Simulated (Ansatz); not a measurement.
Geometry optimisation, UKS PBE/def2-SVP in Ansatz.

input.yaml

```yaml
crystal:
  periodic: [false, false, false]
  atoms:
    - { symbol: B, position_ang: [0.0, 0.0, 0.0] }
    - { symbol: F, position_ang: [0.0, 0.0, 1.57] }
    - { symbol: H, position_ang: [1.0305, 0.0, -0.595] }
    - { symbol: H, position_ang: [-1.0305, 0.0, -0.595] }
    - { symbol: Cl, position_ang: [0.0, 0.0, 3.37] }
magnetization:
  spin_polarized: true
  initial_magnetization: 1
basis:
  gaussian: { orbitals: def2-SVP }
hamiltonian:
  xc: pbe
relax:
  f_tol: 0.15
  max_steps: 25
  restrain:
    - { distance: [1, 4], at: 1.5, k: 30.0 }
    - { distance: [0, 1], at: 2.52, k: 30.0 }
output:
  orbitals: {}
```

Launched with:

```bash
$ ansatz run input.yaml --threads 1 --pin off --max-ram 2048MiB --backend cpu --events-out ev --progress --plain --runs-dir out
```

**Question.** Where does it end, and by what steps?

**Answer.** The run converged. The restraints hold the end off the free minimum. After 5 steps the energy has risen by 2.314 eV (the restraints' own energy left out); F2 moved furthest, 0.55 Å. The start is strongly strained (largest force component 10 eV/Å), so its close contacts needn't be bonds. Parted: B1–F2.

```json
{"step": "0", "energy less start (eV)": "0.0000", "largest force component (eV/Å)": "10.252", "accepted": "yes"}
{"step": "1", "energy less start (eV)": "1.2206", "largest force component (eV/Å)": "6.783", "accepted": "yes"}
{"step": "2", "energy less start (eV)": "2.1606", "largest force component (eV/Å)": "4.452", "accepted": "yes"}
{"step": "3", "energy less start (eV)": "2.4315", "largest force component (eV/Å)": "4.091", "accepted": "yes"}
{"step": "4", "energy less start (eV)": "2.2882", "largest force component (eV/Å)": "3.720", "accepted": "yes"}
{"step": "5", "energy less start (eV)": "2.3140", "largest force component (eV/Å)": "3.866", "accepted": "yes"}
```

```xyz
5
Properties=species:S:1:pos:R:3
B 0.000 0.000 -0.393
F 0.000 0.000 2.120
H 1.115 0.000 -0.859
H -1.115 0.000 -0.859
Cl 0.000 0.000 3.741
```

Whether the end is a true minimum wasn't checked by a vibrational analysis.

Run time: 17 s on 1 thread of Arm Neoverse V1, on a shared host, peak memory 0.14 GiB.
